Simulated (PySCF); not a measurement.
## Computed properties of ethylamine (C₂H₇N), SMILES CCN

C2H7N, SMILES CCN. The structure is a stationary point at B3LYP-D3(BJ)/def2-TZVP. One conformer was computed; it need not be the lowest. All values are computed for the isolated molecule unless a solvent is named; none is compared with measurement here.

**Structure.** All 24 harmonic modes at B3LYP-D3(BJ)/def2-TZVP (PySCF) are real, so it is a minimum. With heavy atoms numbered as in [CH3:1][CH2:2][NH2:3], the shortest bond between them is C2–N3 at 1.465 Å and the longest C1–C2 at 1.521 Å.

**Vibrations.** The strongest infrared lines (harmonic, unscaled, degenerate partners summed) lie at 847 cm⁻¹ (92 km/mol, H 76 %, N 18 %), 2943 cm⁻¹ (91 km/mol, H 93 %), 804 cm⁻¹ (53 km/mol, H 90 %). The softest mode is at 237 cm⁻¹ and the zero-point energy is 58.0 kcal/mol.

**Electronic structure.** r2SCAN/def2-TZVPD (PySCF) places the frontier levels at -5.66 and 0.53 eV, a gap of 6.19 eV, and gives a dipole moment of 1.23 D and a mean polarisability of 38.5 bohr³. PBE/def2-TZVPD (PySCF) at the same geometry gives -5.38 and -0.26 eV, so its gap is 1.07 eV narrower. An orbital gap is neither the optical nor the fundamental gap.

**Excitations.** TDA-PBE0/def2-SVPD (PySCF) has S1 at 6.28 eV (197 nm, f = 0.012, weak); the most intense of the 10 singlets computed lies at 8.13 eV (f = 0.08). T1 (TDA) is at 5.98 eV, 0.30 eV under S1. TDA-PBE/def2-SVPD (PySCF) puts S1 at 5.52 eV. No vertical singlet excitation falls in the visible range (under 3.1 eV).

**NMR.** GIAO shifts at HF/pcSseg-1 (PySCF) (non-relativistic, atoms alike by connectivity averaged): ¹³C from 19.3 to 36.6 ppm against TMS; ¹H from 0.4 to 2.4 ppm against TMS.

**Solvation.** SMD-B3LYP/6-31G* (PySCF) gives -3.2 kcal/mol in water, -2.0 kcal/mol in n-hexane, -3.4 kcal/mol in cyclohexanone (1 M in both phases, gas-phase geometry); of these solvents cyclohexanone holds the molecule best.
